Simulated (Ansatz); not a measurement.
# BH2O2 radical (SMILES [O]BO): functionals against CCSD(T) at one geometry

The atoms stand at a structure displaced at random from a GFN2-xTB minimum. How far do the functionals agree with CCSD(T) there?

Computed with Ansatz 0.2.0, Gaussian basis. Level: single points in def2-TZVPP.

Correlated methods freeze the cores. Orbitals are unrestricted.

## Step 1: The starting structure

5 atoms, charge 0, spin multiplicity 2.

Atoms are counted from 1 here; the program's logs count them from 0.

Bond lengths: O1–B2 1.293 Å, B2–O3 1.365 Å, B2–H4 1.272 Å, O3–H5 0.930 Å. Angles: O1–B2–O3 137.6°, O1–B2–H4 108.8°, O3–B2–H4 113.4°, B2–O3–H5 114.1°.

Geometry (Å):

| atom | x (Å) | y (Å) | z (Å) |
| --- | --- | --- | --- |
| O1 | -0.28190 | -1.40140 | -0.40070 |
| B2 | -0.30030 | -0.13510 | -0.13950 |
| O3 | 0.54030 | 0.79460 | 0.40080 |
| H4 | -1.36490 | 0.36710 | -0.62240 |
| H5 | 1.32180 | 0.43850 | 0.75650 |

## Step 2: CCSD(T)/def2-TZVPP

File run/in.yaml:

```yaml
crystal:
  periodic: [false, false, false]
  atoms:
    - {symbol: O, position_ang: [-0.281900, -1.401400, -0.400700]}
    - {symbol: B, position_ang: [-0.300300, -0.135100, -0.139500]}
    - {symbol: O, position_ang: [0.540300, 0.794600, 0.400800]}
    - {symbol: H, position_ang: [-1.364900, 0.367100, -0.622400]}
    - {symbol: H, position_ang: [1.321800, 0.438500, 0.756500]}
basis:
  gaussian: {orbitals: def2-TZVPP}
magnetization: {spin_polarized: true, initial_magnetization: 1}
correlation: {method: ccsd_t}
scf: {omitted_lower_state_checks: [cluster_reference]}
output: {forces: true}
```

The command line of these runs was not kept.

## Step 3: PBE0-D4/def2-TZVPP

Edit run/in.yaml of step 2 so:

```diff
@@ -11,4 +11,3 @@
 magnetization: {spin_polarized: true, initial_magnetization: 1}
-correlation: {method: ccsd_t}
-scf: {omitted_lower_state_checks: [cluster_reference]}
-output: {forces: true}
+hamiltonian: {xc: pbe0, dispersion: d4}
+output: {forces: true, orbitals: {seedname: orbitals}}
```

## Step 4: wB97M-V/def2-TZVPP

Edit run/in.yaml of step 3 so:

```diff
@@ -11,3 +11,3 @@
 magnetization: {spin_polarized: true, initial_magnetization: 1}
-hamiltonian: {xc: pbe0, dispersion: d4}
-output: {forces: true, orbitals: {seedname: orbitals}}
+hamiltonian: {xc: {name: wB97M-V}}
+output: {forces: true}
```

## Step 5: r2SCAN-D4/def2-TZVPP

Edit run/in.yaml of step 4 so:

```diff
@@ -11,3 +11,3 @@
 magnetization: {spin_polarized: true, initial_magnetization: 1}
-hamiltonian: {xc: {name: wB97M-V}}
+hamiltonian: {xc: r2scan, dispersion: d4}
 output: {forces: true}
```

## Step 6: PBE-D4/def2-TZVPP

Edit run/in.yaml of step 5 so:

```diff
@@ -11,3 +11,3 @@
 magnetization: {spin_polarized: true, initial_magnetization: 1}
-hamiltonian: {xc: r2scan, dispersion: d4}
+hamiltonian: {xc: pbe, dispersion: d4}
 output: {forces: true}
```

## Step 7: HSE06-D4/def2-TZVPP

Edit run/in.yaml of step 6 so:

```diff
@@ -11,3 +11,3 @@
 magnetization: {spin_polarized: true, initial_magnetization: 1}
-hamiltonian: {xc: pbe, dispersion: d4}
+hamiltonian: {xc: hse06, dispersion: d4}
 output: {forces: true}
```

## Step 8: r2SCANh-D4/def2-TZVPP

Edit run/in.yaml of step 7 so:

```diff
@@ -11,3 +11,3 @@
 magnetization: {spin_polarized: true, initial_magnetization: 1}
-hamiltonian: {xc: hse06, dispersion: d4}
+hamiltonian: {xc: {name: r2SCANh}, dispersion: d4}
 output: {forces: true}
```

(Steps that only read results are left out.)

Q: Predict the outcome of this session. Wanted: energy less free atoms, CCSD(T)/def2-TZVPP; RMS force component; RMS force error; HOMO and LUMO, PBE0-D4; T1 diagnostic.

**Answer**, as computed:

| quantity | value |
| --- | --- |
| energy less free atoms, CCSD(T)/def2-TZVPP | -19.403 eV |
| RMS force component | 0.864 to 1.060 eV/Å over the methods |
| RMS force error | PBE0-D4 0.290, wB97M-V 0.197, r2SCAN-D4 0.341, PBE-D4 0.520, HSE06-D4 0.295, r2SCANh-D4 0.291 eV/Å |
| HOMO and LUMO, PBE0-D4 | -9.71 and -4.73 eV |
| T1 diagnostic | 0.029 |

What this shows: Against CCSD(T) the functionals' energies less atoms differ by -1.480 to -0.709 eV, PBE-D4 by -1.480 eV. A larger basis would deepen the CCSD(T) value, while the functionals are nearly converged already, so the order here is not reliable. On forces the order runs from wB97M-V to PBE-D4. Frozen-core CCSD(T) forces in triple zeta carry basis errors of their own, and this is one geometry, so small gaps rank nothing.
